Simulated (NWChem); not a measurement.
## Basis-set dependence for trimethylamine (C$_{3}$H$_{9}$N)

```
N
C 1 1.4387
H 2 1.1014 1 110.21
H 2 1.1014 3 107.69 1 120.25
H 2 1.1158 3 107.53 4 115.60
C 1 1.4387 2 112.63 3 -56.30
H 6 1.1014 1 110.21 2 56.30
H 6 1.1014 7 107.69 1 -120.25
H 6 1.1158 7 107.53 8 -115.60
C 1 1.4387 2 112.62 3 175.01
H 10 1.1014 1 110.21 2 -175.02
H 10 1.1014 11 107.70 1 -120.26
H 10 1.1157 11 107.53 12 -115.61
```
Charge 0, spin multiplicity 1.

Everything below was run with NWChem. The geometry was optimised at PBE0/def2-SVP, a minimum by its harmonic frequencies.

Hartree-Fock energies in Ha, correlation energies in mHa.

The correlated methods keep 4 core orbitals frozen. The Pople sets run with spherical d functions.

```tsv
basis	functions	RHF	MP2	SCS-MP2
cc-pVDZ	101	-173.28159	-613.0	-614.2
6-311G**	126	-173.31374	-647.5	-649.1
```

From cc-pVDZ to 6-311G** the Hartree-Fock energy moves by -32.2 mHa and the MP2 correlation energy by -34.5 mHa, which is 5 % of its value in the larger set.
